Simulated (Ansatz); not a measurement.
Complex (SMILES): F (HF) with F (HF), atoms 1 to 2 the first; geometry from NCB31 set, monomers rigid:
```xyz
4

F      1.3237    -0.0902     0.0000
H      1.7404     0.7334     0.0000
F     -1.4572     0.0193     0.0000
H     -0.5393    -0.0947     0.0001
```

Basis-set convergence of the counterpoise-corrected interaction energy at MP2 with Ansatz (a quantum-chemistry and plane-wave program). Cartesian d functions, on some or all atoms, in 6-31+G*; all else is spherical. Cores are frozen. No added dispersion term, no relativity. Functions are those of the species that has most. Reference: Hartree-Fock in aug-cc-pV5Z plus the correlation part extrapolated as X^-3 from aug-cc-pVQZ and aug-cc-pV5Z, -4.48 kcal/mol, itself unsure by roughly 0.02 kcal/mol (a third of the extrapolation step and of the last Hartree-Fock step). Deviations are taken from unrounded values.

```
basis              functions  counterpoise-corrected interaction energy (kcal/mol)  minus reference (kcal/mol)
-----------------  ---------  ----------------------------------------------------  --------------------------
STO-3G                    12                                                  0.51                        4.99
3-21G                     22                                                 -4.93                       -0.45
6-31G                     22                                                 -5.33                       -0.85
pcseg-0                   22                                                 -5.30                       -0.82
6-31+G*                   42                                                 -4.21                        0.27
def2-TZVP                 74                                                 -4.23                        0.26
pcseg-2                   88                                                 -4.12                        0.37
jun-cc-pV(T+d)Z          106                                                 -4.12                        0.36
6-311++G(3df,3pd)        114                                                 -4.15                        0.33
cc-pVQZ                  170                                                 -4.37                        0.11
def2-QZVPPD              198                                                 -4.31                        0.18
aug-pcseg-3              268                                                 -4.36                        0.12
aug-cc-pV5Z              414                                                 -4.44                        0.04
```
